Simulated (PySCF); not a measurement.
Molecule: `C1(C(=O)Cl)CC1`, C₄H₅ClO.

Molfile (atoms numbered from 1):
```
C4H5ClO
     RDKit          3D

 11 11  0  0  0  0  0  0  0  0999 V2000
    1.7246   -1.9626    0.6071 O   0  0  0  0  0  0  0  0  0  0  0  0
    1.2079   -1.0409    0.0751 C   0  0  0  0  0  0  0  0  0  0  0  0
    1.9856   -0.2921   -1.3756 Cl  0  0  0  0  0  0  0  0  0  0  0  0
   -0.0587   -0.3974    0.4727 C   0  0  0  0  0  0  0  0  0  0  0  0
   -0.2745    1.0919    0.3244 C   0  0  0  0  0  0  0  0  0  0  0  0
   -1.0225    0.1591   -0.5509 C   0  0  0  0  0  0  0  0  0  0  0  0
   -0.4782   -0.8879    1.3546 H   0  0  0  0  0  0  0  0  0  0  0  0
    0.5430    1.6628   -0.1213 H   0  0  0  0  0  0  0  0  0  0  0  0
   -0.7946    1.5831    1.1502 H   0  0  0  0  0  0  0  0  0  0  0  0
   -2.0824   -0.0220   -0.3578 H   0  0  0  0  0  0  0  0  0  0  0  0
   -0.7173    0.0880   -1.5973 H   0  0  0  0  0  0  0  0  0  0  0  0
  1  2  2  0
  2  3  1  0
  2  4  1  0
  4  5  1  0
  5  6  1  0
  6  4  1  0
  4  7  1  0
  5  8  1  0
  5  9  1  0
  6 10  1  0
  6 11  1  0
M  END
```

Geometry PBE0-D3(BJ)/def2-SVP throughout; GIAO in PySCF, gas phase, one conformer, non-relativistic; equivalent atoms averaged; basis pcSseg-2.

(1) How do the absolute shieldings σ depend on the functional? (ppm; last column core-seconds on 1 thread of an Arm Neoverse V2, shared host)

(2) Which nucleus moves most, in ppm?

Answers

(1) 
```csv
functional,kind,O1,C2,C4,C5/C6,Cl3,H7,H8/H11,H9/H10,core-s
WP04,global hybrid,-234.0,-21.8,143.7,156.4,510.3,29.75,30.01,30.48,41
B97-2,global hybrid,-224.9,-2.5,157.9,170.2,569.8,29.55,29.89,30.32,41
BHandHLYP,global hybrid,-248.2,-6.0,160.6,173.7,579.9,29.69,30.02,30.45,40
CAM-B3LYP,range-separated hybrid,-246.3,-10.3,156.9,170.5,550.2,29.55,29.88,30.30,55
wB97X-D,range-separated hybrid,-244.5,-5.7,158.4,171.5,561.0,29.57,29.90,30.33,54
LC-wPBE,range-separated hybrid,-244.9,-4.6,162.4,176.2,570.4,29.52,29.84,30.28,64
```

(2) Cl3 (chlorine bonded to C): from 510.3 ppm with WP04 to 579.9 ppm with BHandHLYP. The smallest spread is 0.18 ppm, at H8/H11. Proton shifts span only some 12 ppm, so a few tenths of a ppm matter as much there as several ppm in carbon.
